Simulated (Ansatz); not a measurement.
Geometry optimisation, UKS B3LYP-D4/def2-SVP in Ansatz 0.2.0.

input.yaml

```yaml
crystal:
  periodic: [false, false, false]
  atoms:
    - { symbol: Al, position_ang: [-1.1652, -0.5999, -0.5214] }
    - { symbol: Si, position_ang: [0.3571, 0.8982, 0.464] }
    - { symbol: P, position_ang: [0.6089, -1.2453, 0.738] }
    - { symbol: H, position_ang: [-2.4041, -0.8398, -1.4665] }
    - { symbol: H, position_ang: [1.18939, -1.58629, 1.9655] }
    - { symbol: H, position_ang: [-0.1536, 1.6289, 1.6429] }
    - { symbol: H, position_ang: [1.4869, -1.4209, -0.4314] }
magnetization:
  spin_polarized: true
basis:
  gaussian: { orbitals: def2-SVP }
hamiltonian:
  xc: b3lyp
  dispersion: d4
relax:
  f_tol: 0.02
  max_steps: 50
output:
  orbitals: {}
```

Launched with:

```bash
$ ansatz run input.yaml --threads 2 --pin off --max-ram 3072MiB --backend cpu --events-out ev --progress --plain --runs-dir out
```

Problem. Where does it end, and by what steps?

Solution. The run converged. After 18 steps the energy has fallen by 1.723 eV; H6 moved furthest, 1.18 Å.

| step | energy less start (eV) | largest force component (eV/Å) | accepted |
| --- | --- | --- | --- |
| 0 | 0.0000 | 2.008 | yes |
| 1 | -0.9333 | 1.301 | yes |
| 2 | -1.3294 | 0.577 | yes |
| 3 | -1.4351 | 0.384 | yes |
| 4 | -1.4732 | 0.170 | yes |
| 5 | -1.4870 | 0.218 | yes |
| 6 | -1.4928 | 0.083 | yes |
| 7 | -1.4935 | 0.048 | yes |
| 8 | -1.4943 | 0.024 | yes |
| 9 | -1.4945 | 0.047 | yes |
| 10 | -1.4952 | 0.074 | yes |
| 11 | -1.5058 | 0.277 | yes |
| 12 | -1.5395 | 0.370 | yes |
| 13 | -1.6149 | 0.309 | yes |
| 14 | -1.6857 | 0.233 | yes |
| 15 | -1.7095 | 0.218 | yes |
| 16 | -1.7192 | 0.129 | yes |
| 17 | -1.7224 | 0.092 | yes |
| 18 | -1.7229 | 0.012 | yes |

```xyz
7
Properties=species:S:1:pos:R:3
Al -1.078 -0.097 -0.528
Si 0.647 1.228 0.428
P 0.748 -1.167 0.582
H -2.495 -0.756 -0.780
H 1.093 -1.701 1.854
H -0.848 0.896 1.036
H 1.853 -1.569 -0.201
```

The run took 32 s on 2 threads of Intel(R) Xeon(R) Platinum 8488C (Sapphire Rapids) (shared host), peak memory 0.22 GiB.
